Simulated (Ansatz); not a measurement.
# What a trial cell of BiW relaxes into

Computed with DFT PBE, scalar-relativistic, plane waves, PAW in Ansatz. Cutoff 420 eV, Γ-centred k mesh, Gaussian smearing, no spin polarisation in the final step.

A relaxed cell is given with its space group left out.

```
Bi W
1.0
     3.36608    0.00000    0.00000
    -1.68304    2.91511    0.00000
     0.00000    0.00000    4.29663
Bi W
1 1
Cartesian
  1.6830 0.9717 0.0000
  0.0000 0.0000 2.1483
```

Energies over the elements count from the elements' standard structures at the same level, with no empirical corrections.

(1) What space group does it have?

(2) How far does it lie from the elements in energy?

(3) Is it a metal?

Results:

(1) P-6m2 (No. 187). Conventional cell: a = 3.366 Å, c = 4.297 Å. Around Bi lie 6 W at 2.90 Å and 6 Bi at 3.37 Å; W has 6 Bi at 2.90 Å and 6 W at 3.37 Å.

(2) 1.27 eV/atom.

(3) Yes, bands cross the Fermi level on the 18×18×14 mesh.

The final run used a 18×18×14 mesh on its 2-atom cell and 0.10 eV smearing. For metals, differences of a few meV/atom aren't resolved. Spin–orbit coupling is left out. The cell came from a trial start, so BiW may not exist in this structure.

Cost: 3 runs of about 1.6 core-minutes in all, on Arm Neoverse V2 (shared hosts).